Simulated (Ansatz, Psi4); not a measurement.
Molecule: dihydrogen, H2, charge 0, multiplicity 1. SMILES: [H][H]
Coordinates optimised at B3LYP-D3(BJ)/def2-TZVP (Ansatz, an electronic-structure program):
```xyz
2

H      0.0000     0.0000    -0.3720
H      0.0000     0.0000     0.3720
```

B3LYP/STO-3G beside other levels, property by property. Conventions: atomisation electronic, to ground-state atoms; 6-31G* and kin with 6d, 5d where marked; frozen cores in correlated levels; UHF or UKS for open shells; each state is the SCF solution reached for its charge and spin; non-relativistic; spin-orbit terms left out. CBS marks a two-point X^-3 extrapolation of the correlation energy; Hartree-Fock from the larger set (for Q and 5 zeta extrapolated as (X+1)exp(-9√X)). Ab initio and DFT rows: single points at B3LYP-D3(BJ) geometries (Ansatz), with unscaled harmonic terms from B3LYP/6-31G* at its own minima, enthalpies of formation by atomisation with measured atoms.

Measured values: Active Thermochemical Tables 1.112 (ions: stationary electron), as tabulated in the package chemicals; they hold spin-orbit and core effects, anharmonicity. Coupled cluster (Ansatz) is a level with limits of its own, used here on species with T1 under 0.025 (0.045 for open shells) and stable references: (a) CCSD(T)/CBS(aug-cc-pVTZ,aug-cc-pVQZ); (b) CCSD(T)/CBS(cc-pVQZ,cc-pV5Z).

| property | B3LYP/STO-3G (Ansatz) | PBE/6-31G* (Ansatz) | wB97X-D/6-31G* (Psi4) | wB97X-V/def2-TZVPD (Ansatz) | to compare with |
|---|---|---|---|---|---|
| vertical ionisation energy to the doublet (eV) | 16.91 | 16.32 | 16.49 | 16.40 | 16.43 coupled cluster (a) |
| enthalpy of formation at 298 K (kcal/mol) | -34.8 | 4.8 | 2.6 | 2.1 | 0.0 measured |
| H-H bond dissociation enthalpy at 298 K, to H atom + H atom (kcal/mol) | 139.0 | 99.4 | 101.6 | 102.1 | 104.2 measured |
| atomisation energy (kcal/mol) | 144.5 | 104.9 | 107.1 | 107.6 | 109.5 coupled cluster (b) |

As the rows show:
- vertical ionisation energy to the doublet: B3LYP/STO-3G lies 0.48 eV above coupled cluster.
- enthalpy of formation at 298 K: B3LYP/STO-3G lies 34.8 kcal/mol below the measured value.
- H-H bond dissociation enthalpy at 298 K, to H atom + H atom: B3LYP/STO-3G lies 34.8 kcal/mol above the measured value.
- atomisation energy: B3LYP/STO-3G lies 35.0 kcal/mol above coupled cluster.

The properties are those with a value to compare with, at most eight drawn at random. No case is left out for the size of its miss. Left out are saddle points of the reference geometry, anions that the best level run finds unbound, excited spin states, species near biochemistry, cases with under five habitual levels, runs that failed or whose electronic state is in doubt, and table entries that another table contradicts.
